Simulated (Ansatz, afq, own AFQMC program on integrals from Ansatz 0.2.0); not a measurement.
## Al₂H₂, singlet in 6-31G, levels against full CI

```tsv
atom	x (Å)	y (Å)	z (Å)
Al	0.0000	-0.1535	1.3084
Al	0.0000	0.1535	-1.3084
H	0.0000	1.1439	2.2825
H	0.0000	-1.1439	-2.2825
```

Connectivity, by distances: AlH–AlH.

Basis 6-31G. Noble-gas cores (and the filled d shells of Ga–Kr and In–Xe) are frozen. Integrals, coupled cluster, full CI and functionals: Ansatz 0.2.0; the random walks run on the same integrals in our own AFQMC program. ph-AFQMC/CISD is guided by a CISD state made of CCSD amplitudes; releasing the constraint for a short imaginary time cuts its bias at the price of noise, slowly where states lie close. Uncertainties: one standard error, sampling alone.

Determinant: RHF, the one that the program's search chose, which needn't be the lowest solution. The geometry is a PBE0/def2-TZVP stationary point of this or a neighbouring charge and spin state.

Full CI on the same integrals is exact in this basis and with this determinant's frozen core.

Cautions: restricted determinant unstable towards unrestricted (UHF 301 meV lower, ⟨S²⟩ 0.67); strong correlation (T1 0.030, weight of the determinant 0.85, largest double 0.24).

- T1 diagnostic: 0.0297
- weight of the determinant in the CISD state: 0.849
- size of the correlated space: 8 electrons in 20 orbitals

```
  level  correlation energy (eV)
    MP2                  -1.8390
   CCSD                  -2.7019
CCSD(T)                  -2.7715
```

Q: Estimate where phaseless AFQMC with a CISD trial lies against CCSD(T) on the same integrals.

A: 0.48 ± 0.16 mEh below CCSD(T).

Reference: full CI, correlation energy -2.807 eV. The released energy is read at 2.40 1/Eh (meV from the phaseless value at times in 1/Eh: -3 ± 4 at 0.24, -4 ± 4 at 0.51, -13 ± 4 at 0.99, -12 ± 4 at 1.62, -12 ± 4 at 2.40).

```
         level  E − E(reference) (mEh)  share of correlation (%)
       CCSD(T)                    1.32                     98.72
         CCSDT                    0.30                     99.71
      CCSDT(Q)                    0.07                     99.93
        CCSDTQ                    0.01                     99.99
 ph-AFQMC/CISD             0.84 ± 0.16                     99.18
released AFQMC             0.41 ± 0.15                     99.60
```

CCSDT and higher add their correlation energy to the determinant of the CCSD(T) run, since their own runs factorise the integrals more tightly (a shift of under 2 meV). A walk keeps the symmetry of its determinant, which the program's search chose and which needn't be the lowest solution, so a lower state of the same spin and another symmetry isn't excluded. Released energies are given only where the last usable release times agree within the noise; a slower fall can still hide under it.
